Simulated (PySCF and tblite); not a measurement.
C4H4FN, numbered as in [CH3:1]/[CH:2]=[C:3](/[F:4])[C:5]#[N:6].

Conformers came from 45 starts (ETKDG and KDG, MMFF94s, GFN2-xTB); geometries are GFN2-xTB. Energies: PBE0-D3(BJ)/pcSseg-1, with GFN2-xTB thermal terms (modes under about 100 cm⁻¹ blended into free rotors). Symmetry numbers and mirror images are counted. Conformers within 2.5 kcal/mol (GFN2-xTB free energy) were kept, 6 at most. GIAO shieldings: PBE0/pcSseg-1. Shifts are against TMS (¹H), TMS (¹³C), CFCl3 (¹⁹F), NH3 (¹⁵N) at the same level. Codes: tblite and PySCF.

**Question.** List the conformer-averaged shifts at 298.15 K.

**Answer.** ¹H: 6.49 (H2, 1H), 2.11 (H1, 3H) ppm. ¹³C: 143.7 (C3), 134.7 (C2), 116.0 (C5), 15.8 (C1) ppm. ¹⁹F: -125.4 (F4) ppm. ¹⁵N: 333.4 (N6) ppm.

Unscaled ¹⁹F and ¹⁵N shifts at such levels can be off by tens of ppm; differences between conformers or isomers are more reliable. Shifts are unscaled: against experiment ¹³C can be off by 15 ppm or more and ¹H by 0.8 ppm.


¹⁵N shifts are against a computed isolated NH3 molecule, about 20 ppm from the liquid.